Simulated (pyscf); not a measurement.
**Hydrogen abstraction: `[NH2][SiH2][F]` + `[NH2]` [doublet] → `[NH2][SiH][F]` [doublet] + `[NH3]`**

Gas phase, doublet surface, charge 0. Bonds broken: Si2–H6. Bonds formed: H6–N8. Optimised with ωB97X-D3(BJ)/def2-SVP in PySCF.

Transition state (Å):

```xyz
10

N     -1.5478    -0.6299     1.1743
Si    -0.5425     0.3748     0.2257
F      1.0256    -0.1038     0.1674
H     -1.5976    -0.5537     2.1845
H     -1.8812    -1.5276     0.8419
H     -0.9985     0.3267    -1.3218
H     -0.5262     1.7348     0.8291
N     -0.8262     0.4314    -2.7427
H      0.1175     0.0148    -2.7686
H     -0.6213     1.4427    -2.7618
```

One imaginary mode, 1158i cm⁻¹; descent along it reached the two sides named, in the forms told below.

| bond | change | reactant side (Å) | saddle | product side |
|---|---|---|---|---|
| Si2–H6 | breaks | 1.483 | 1.614 | 3.1 |
| H6–N8 | forms | 3.3 | 1.435 | 1.019 |

Electronic energies relative to the separated reactants (kcal/mol):

```
level                   barrier  reaction energy  reverse barrier
----------------------  -------  ---------------  ---------------
ωB97X-D3(BJ)/def2-TZVP      5.3            -12.5             17.9
PBE/def2-TZVP              -2.8            -18.9             16.1
r²SCAN/def2-TZVP            1.9            -14.4             16.3
B3LYP-D3(BJ)/def2-TZVP      2.8            -13.7             16.5
PBE0-D3(BJ)/def2-TZVP       1.9            -15.6             17.5
M06-2X/def2-TZVP            5.7            -16.2             21.9
ωB97M-D3(BJ)/def2-TZVP      6.0            -12.9             18.9
HF/def2-TZVP               23.9             -1.1             25.0
```

With ωB97M-D3(BJ)/def2-TZVP energies and thermal terms (ideal gas, 1 atm, RRHO with modes under 100 cm⁻¹ raised to 100, one conformer, R ln 2 for chiral ones without a mode under 150 cm⁻¹), in kcal/mol:

```csv
T (K),ΔH‡,ΔG‡,ΔH,ΔG
298,5.8,14.8,-9.6,-10.4
600,6.3,23.8,-9.8,-11.0
900,7.0,32.4,-10.1,-11.6
1200,7.7,40.8,-10.5,-12.0
```

On the reactant side the descent ends in a complex (not fully relaxed), 5.1 kcal/mol under the separated species and 10.5 kcal/mol under the saddle at ωB97X-D3(BJ)/def2-TZVP. At PBE the saddle lies under the separated reactants, which points to a path from their complex (located at ωB97X-D3(BJ) alone). One saddle was located; it need not be the lowest between these sides. The angle at the transferred H is 156°.
